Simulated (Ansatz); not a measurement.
An Ansatz input:

```yaml
crystal:
  lattice:
    - [0.0, 1.935731351, 1.935731351]
    - [1.935731351, 0.0, 1.935731351]
    - [1.935731351, 1.935731351, 0.0]
  atoms:
    - { symbol: Ir, position: [0.0, 0.0, 0.0], spin: 1.0 }
hamiltonian:
  xc: pbe
  pseudopotentials:
    kind: paw
    azcp:
      Ir: "pseudopotentials/Ir.paw.azcp"
basis:
  ecutwfc: 420
  fft_grid_basis: typed
kpoints:
  mp_grid: { grid: [23, 23, 23], shift: [0, 0, 0] }
magnetization:
  spin_polarized: true
scf:
  occupations: { method: fermi_dirac, width: 0.05 }
```

Terminal output

```
Engine: ansatz 0.2.0, x86_64-unknown-linux-gnu
Pseudopotentials: kind: paw
Pseudopotential: Ir, paw, valence charge 17, recommended cutoff 420 eV (normal) 
Functional definition: PBE
  parameter kappa = 0.804
  parameter beta = 0.06672455060314922
  exchange = pbe_x(kappa = kappa, mu = beta*pi^2/3)
  correlation = pbe_c(beta = beta)
Crystal: 1 atoms, lattice volume = 14.507 Å³
Basis set: ecut = 420 eV, 283 PW (Γ)
Bands: 13, of which v1, the nominal top of the filled ones, is band 9 counted from 1 (8 counted from 0)
Symmetry: 48 space group operations
Space group: Fm-3m (ITA 225), of the structure as read, at distance tolerance 2.4e-5 Å
Magnetic group: BNS 225.116 (UNI 1618), of the structure as read, at distance tolerance 2.4e-5 Å
k-points: 364 of 12167
Non-local potential: Ir, projectors of the file, l = 0: 3, l = 1: 2, l = 2: 2, l = 3: 1
PAW form: soft (Blöchl's): semilocal exchange-correlation on the pseudo side does not see the compensation charge
PAW one-centre angular grid: Ir, 590 points (default); XC on 64 Gauss nodes
Initial density: superposition of atomic densities (chi_scale 0.1, normalization cell)
Starting moments: Σ|m| = 1 μB on 1 of 1 site
Initial wavefunctions: pseudopotential atomic-orbital guess
Functional: x = pbe(κ = 0.804, μ = 0.2195149727645171), c = pbe(β = 0.06672455060314922)
iter 1 solved again at ethr=2.25e-3 eV; its pass at ethr=3.10e-3 eV (dr2=3.83e-1 eV) is discarded
SCF iter   1: F=—  HF=-11935.437329 eV  |F-HF|=—  |Δ(HF+E_count)|=         —  Δρ=6.73e-2 (↑6.73e-2 ↓3.58e-2)  dr2=3.86e-1  dr2_m=2.78e-1  M=0.068 μB ∫|m|=0.068 μB  β_m=0.30  ethr=2.25e-3  ⟨swp⟩=1.0  Hψ=62137  notcnv=0
Mixer restart at iter 1: flushing history
SCF iter   2: F=—  HF=-11935.250217 eV  |F-HF|=—  |Δ(HF+E_count)|=   1.87e-1  Δρ=4.07e-2 (↑4.07e-2 ↓2.90e-2)  dr2=5.90e-2  dr2_m=1.40e-1  M=0.055 μB ∫|m|=0.055 μB  β_m=0.47  ethr=2.25e-3  ⟨swp⟩=2.9  Hψ=15850  notcnv=0
SCF iter   3: F=—  HF=-11935.287951 eV  |F-HF|=—  |Δ(HF+E_count)|=   3.77e-2  Δρ=1.30e-2 (↑1.13e-2 ↓1.30e-2)  dr2=2.45e-3  dr2_m=1.77e-2  M=0.022 μB ∫|m|=0.022 μB  β_m=0.65  ethr=3.47e-4  ⟨swp⟩=2.5  Hψ=16636  notcnv=0
SCF iter   4: F=—  HF=-11935.315385 eV  |F-HF|=—  |Δ(HF+E_count)|=   2.74e-2  Δρ=1.10e-3 (↑5.93e-4 ↓1.10e-3)  dr2=1.96e-4  dr2_m=1.57e-5  M=0.001 μB ∫|m|=0.002 μB  β_m=0.82  ethr=1.44e-5  ⟨swp⟩=2.0  Hψ=18307  notcnv=0  defer=1
SCF iter   5: F=—  HF=-11935.315733 eV  |F-HF|=—  |Δ(HF+E_count)|=   3.48e-4  Δρ=1.98e-4 (↑8.25e-5 ↓1.98e-4)  dr2=9.15e-6  dr2_m=9.44e-7  M=0.000 μB ∫|m|=0.000 μB  β_m=0.89  ethr=1.15e-6  ⟨swp⟩=2.1  Hψ=12848  notcnv=0  defer=1
SCF iter   6: F=—  HF=-11935.315740 eV  |F-HF|=—  |Δ(HF+E_count)|=   7.29e-6  Δρ=1.04e-5 (↑9.50e-6 ↓1.04e-5)  dr2=1.10e-8  dr2_m=5.48e-9  M=0.000 μB ∫|m|=0.000 μB  β_m=0.95  ethr=5.38e-8  ⟨swp⟩=2.2  Hψ=13429  notcnv=0  defer=1
SCF iter   7: F=—  HF=-11935.315740 eV  |F-HF|=—  |Δ(HF+E_count)|=   3.04e-8  Δρ=1.63e-6 (↑9.67e-7 ↓1.63e-6)  dr2=1.24e-10  dr2_m=2.03e-10  M=0.000 μB ∫|m|=0.000 μB  β_m=0.97  ethr=6.46e-11  ⟨swp⟩=2.1  Hψ=15490  notcnv=0  defer=1
SCF iter   8: F=—  HF=-11935.315740 eV  |F-HF|=—  |Δ(HF+E_count)|=  1.71e-10  Δρ=2.92e-7 (↑2.92e-7 ↓1.11e-7)  dr2=1.62e-11  dr2_m=2.68e-12  M=0.000 μB ∫|m|=0.000 μB  β_m=0.98  ethr=1.00e-12  ⟨swp⟩=2.1  Hψ=14898  notcnv=0  defer=1
SCF iter   9: F=-11935.315740 eV  HF=-11935.315740 eV  |F-HF|=1.82e-12  |Δ(HF+E_count)|=  1.64e-11  Δρ=5.65e-8 (↑5.65e-8 ↓3.16e-8)  dr2=1.03e-12  dr2_m=2.73e-14  M=0.000 μB ∫|m|=0.000 μB  ethr=1.00e-12  ⟨swp⟩=1.0  Hψ=21840  notcnv=0
SCF 1 converged in 9 iterations: F = -11935.315740 eV  dr2 = 1.03e-12
WARN: the starting moments were not kept: the SCF closed with an absolute magnetisation of 1.1e-7 μB, where they sum to 1 μB in size (1 site). That is at most 0.1 of that sum. Measured as dr2_m measures the in/out step, that magnetisation stands 7.1e-15 eV from none, at or under the dr2_threshold of 1.0e-7 eV: it is no larger than a step whose dr2_m would equal this threshold. The system may hold no moment; this SCF shows only that its start led to no more than that. To try another start: raise the starting moments (crystal.atoms[].spin, magnetization.per_species, magnetization.initial_magnetization, or on a non-collinear deck that types none of these the spinor_matrix: blocks that start its atoms; where the total moment is fixed, keep their sum and leave initial_magnetization as it is; typed ones take the place of any that the run laid by itself, positive ones on a crystal's lanthanoids without a Hubbard term where scf.initial_density.shell_occupations: [] is typed) or, if the notice of its spin-set hold's release reads "site moments contracting" or "site moments show no strong build", lengthen the hold (scf.mixing.spin_hold: { on: { confirm: 4 } }; for m-r²SCAN on two components see the key's manual first). Each may lead to a state that holds a moment. A second SCF, from the converged charge density, with the starting moments and any scf.initial_density.shell_occupations laid on it anew, would have followed, and was not run: the deck does not ask for one (magnetization.retry_lost_moments is false, the default). To let it run, set magnetization.retry_lost_moments: true and run the deck again, where that key's refused combinations let it; where memory then withholds it, that run's warning says so.
SCF converged after 9 iterations
Magnetization: 0.0000 μB (8.5000 up, 8.5000 down)
Absolute magnetization: 0.0000 μB (∫|ρ↑−ρ↓|, with the PAW one-centre terms)
Spin contamination: 0.0000 ħ² per cell (⟨S²⟩ above its minimum at these occupations)
Per-site moments (μB) at R_I (Å): [(9.303143520364324e-8, 1.1292342309991852)]
Free energy (F): -11935.315740 eV
Harris-Foulkes:  -11935.315740 eV  (|F-HF|=1.82e-12)
Internal energy: -11935.309205 eV  (E = F + TS)
E sigma→0 (E₀):  -11935.312473 eV
Entropy (-TS):   -0.006535 eV (-6.535 meV/atom)
Fermi energy:    24.997662 eV
--- Per-component energies (eV) ---
  E_band       = -94.173608
  E_kinetic    = 622.377131
  E_local      = -1092.366419  (includes V_loc(G=0)·N_el)
  E_nonlocal   = 72.513341
  E_hartree    = 417.479804
  E_xc         = -267.825791
  E_vxc        = -299.907708  (∫ρ·V_xc dr)
  E_paw        = -9223.316323  (= ΣΔE_a)
  E_vpaw       = -231.749653  (= ΣTr[D̂ρ^β])
  E_aug_tail   = 0.000054  (compensation charges beyond the density's cutoff)
  E_ewald      = -2464.171003
  E_smearing   = -0.006535  (= −TS)
  E_closure    = -0.000000  (closes the sum)
  Σ components = -11935.315740   (vs F -11935.315740, Δ=0.00e0)
```
